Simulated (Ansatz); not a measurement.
Results of PBE0 (Ansatz, a program for electronic structure, plane waves, PAW) for rock-salt SnTe (cubic form, which distorts at low temperature).

Settings: plane-wave cutoff 460 eV, 8×8×8 k mesh, Fermi–Dirac smearing 0.01 eV, scalar-relativistic PAW data made under PBE.

The cell is scaled about its equilibrium volume:

```json
[
 {"V (Å³/atom)": "30.577", "P (GPa)": "2.68", "direct gap at Γ (eV)": "7.259", "smallest gap on the k mesh (eV)": "0.503"},
 {"V (Å³/atom)": "31.236", "P (GPa)": "1.53", "direct gap at Γ (eV)": "7.146", "smallest gap on the k mesh (eV)": "0.587"},
 {"V (Å³/atom)": "32.186", "P (GPa)": "0.09", "direct gap at Γ (eV)": "6.987", "smallest gap on the k mesh (eV)": "0.700"},
 {"V (Å³/atom)": "32.991", "P (GPa)": "-0.97", "direct gap at Γ (eV)": "6.857", "smallest gap on the k mesh (eV)": "0.789"},
 {"V (Å³/atom)": "33.796", "P (GPa)": "-1.89", "direct gap at Γ (eV)": "6.730", "smallest gap on the k mesh (eV)": "0.872"}
]
```

The fundamental gap (0.71 eV at the equilibrium volume, on the SCF mesh) lies elsewhere than Γ–Γ.

Measured, for comparison: band gap 0.3 eV (4 K, zero-point motion not removed, bulk gap, ARPES or transport; rounded; as tabulated in Ando (2013), arXiv:1304.5693).

Note: symmetry holds this phase in the static calculation, where it need not be a minimum.

Spin–orbit coupling is not included; with these elements it can move the gap by several tenths of an eV or more.
